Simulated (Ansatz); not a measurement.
# AlGa₂H, triplet in cc-pVDZ: errors against UCCSDT(Q)

Geometry: that of the AlGa2H, singlet, kept fixed. The singlet lies 0.4 eV lower here.

| atom | x (Å) | y (Å) | z (Å) |
| --- | --- | --- | --- |
| Al | 0.0000 | 1.8685 | 0.0000 |
| Ga | 0.0000 | -0.3866 | -1.1851 |
| Ga | 0.0000 | -0.3866 | 1.1851 |
| H | 0.0000 | 3.4687 | 0.0000 |

Basis cc-pVDZ; Ansatz 0.2.0. Only valence electrons are correlated (noble-gas cores and the filled d shells of p-block atoms frozen), which leaves 10 electrons in 44 orbitals. R marks a restricted (for open shells ROHF) determinant, U an unrestricted one. Active spaces: valence = (10e, 13o) chosen from the atoms' valence shells. No spin–orbit coupling is included, and no scalar relativity.

Full CI isn't at hand for all of this; UCCSDT(Q) serves as the reference, and is uncertain by about the last step of the cluster series. The frozen core follows each run's orbitals, which can shift R against U totals by a few meV for light atoms and by up to 0.1 eV past Ca.

The UHF ⟨S²⟩ is 2.070, the T1 diagnostic (RCCSD) is 0.0237 and the largest doubles amplitude (RCCSD) is 0.086. The T1 diagnostic (UCCSD) is 0.0278.

| level | E − E(UHF) (eV) |
| --- | --- |
| UMP2 | -4.1790 |
| UCCSD | -5.0809 |
| UCCSD(T) | -5.3657 |

Question: Estimate how far UCCSDT(Q) in cc-pVDZ lies from UCCSD(T). The table doesn't fix it; the size of (T) and the diagnostics are the guide.

Answer: UCCSDT(Q) in cc-pVDZ lies 7.0 kJ/mol below UCCSD(T), which is 26 % of the (T) step (-27.5 kJ/mol). The diagnostics give no warning, yet the rest is a sizeable part of (T). The miss exceeds 1 kcal/mol.

The other levels:

```
 level  E − E(UCCSDT(Q)) (kJ/mol)  wall time
UCCSDT                        2.5          –
```

Run but not shown, since their state, orbitals or frozen core can't be matched to the reference's or they repeat it: RHF, RMP2, RCCSD, RCCSD(T), BCCD(T), RCCSDT, RCCSDT(Q), CASSCF (valence space), NEVPT2 (valence space).

Natural occupations of CASSCF (valence space) about the gap: 1.976 1.971 1.908 1.891 1.003 0.978 0.099 0.045 0.039 0.033; effectively unpaired electrons, Σ n²(2−n)², 2.14.
